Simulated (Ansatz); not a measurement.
A nudged elastic band was laid between two geometries of C2H4B (7 atoms, charge 1, multiplicity 1).

Method: RHF/def2-SVP in Ansatz.

```yaml
movable_images: 7
climbing_image: yes
spring: 5.0 eV/Å²
optimiser: quadratic models (default)
start_path: IDPP
force_threshold: 0.05 eV/Å
iteration_limit: 60
end_points: relaxed
```

Image 0:

```xyz
7
Properties=species:S:1:pos:R:3
B -0.975 -0.272 -0.991
C -0.164 0.503 -0.061
C 0.758 -0.126 0.706
H -1.619 -0.916 -1.737
H -0.305 1.579 0.011
H 1.374 0.427 1.407
H 0.929 -1.196 0.665
```

Image 8:

```xyz
7
Properties=species:S:1:pos:R:3
B -0.977 -0.276 -0.991
C -0.164 0.500 -0.062
C 0.760 -0.124 0.708
H -1.624 -0.916 -1.737
H -0.305 1.575 0.005
H 0.932 -1.194 0.673
H 1.377 0.435 1.403
```

**Question.** Which bonds break or form, and what moves?

**Answer.** No bond is made or broken. The dihedral B1–C2–C3–H6 goes from 180 to 0°. The two ends are copies of one structure, up to a mirror image or an exchange of like atoms.

**Question.** What energy profile does the band end with?

**Answer.** It converged. The highest image is number 4 of 0 to 8, 2.08 eV above the ends, which have the same energy within 2 meV. A vibrational analysis at the climbing image gives one clearly imaginary mode, 1470i cm⁻¹: a first-order saddle point.

```json
{"image": "0", "path coordinate (Å)": "0.00", "energy (eV)": "0.00", "dihedral B1–C2–C3–H6 (°)": "180"}
{"image": "1", "path coordinate (Å)": "0.49", "energy (eV)": "0.11", "dihedral B1–C2–C3–H6 (°)": "-160"}
{"image": "2", "path coordinate (Å)": "0.98", "energy (eV)": "0.50", "dihedral B1–C2–C3–H6 (°)": "-134"}
{"image": "3", "path coordinate (Å)": "1.46", "energy (eV)": "1.34", "dihedral B1–C2–C3–H6 (°)": "-111"}
{"image": "4", "path coordinate (Å)": "1.95", "energy (eV)": "2.08", "dihedral B1–C2–C3–H6 (°)": "-92"}
{"image": "5", "path coordinate (Å)": "2.44", "energy (eV)": "1.35", "dihedral B1–C2–C3–H6 (°)": "-73"}
{"image": "6", "path coordinate (Å)": "2.92", "energy (eV)": "0.51", "dihedral B1–C2–C3–H6 (°)": "-47"}
{"image": "7", "path coordinate (Å)": "3.41", "energy (eV)": "0.11", "dihedral B1–C2–C3–H6 (°)": "-20"}
{"image": "8", "path coordinate (Å)": "3.89", "energy (eV)": "0.00", "dihedral B1–C2–C3–H6 (°)": "0"}
```

**Question.** What is the geometry of the highest image?

**Answer.** 
```xyz
7
Properties=species:S:1:pos:R:3
B -1.331 -0.224 -0.680
C -0.114 0.266 -0.219
C 0.930 -0.142 0.643
H -2.364 -0.598 -1.096
H 0.133 1.264 -0.632
H 0.942 0.119 1.704
H 1.805 -0.685 0.279
```

**Question.** What are the harmonic wavenumbers there?

**Answer.** 1470i, 279, 423, 716, 768, 942, 1076, 1113, 1372, 1597, 1753, 2978, 3104, 3244, 3360 cm⁻¹.

The run took 64 s on 1 thread of Arm Neoverse N1 (shared host), peak memory 0.11 GiB.
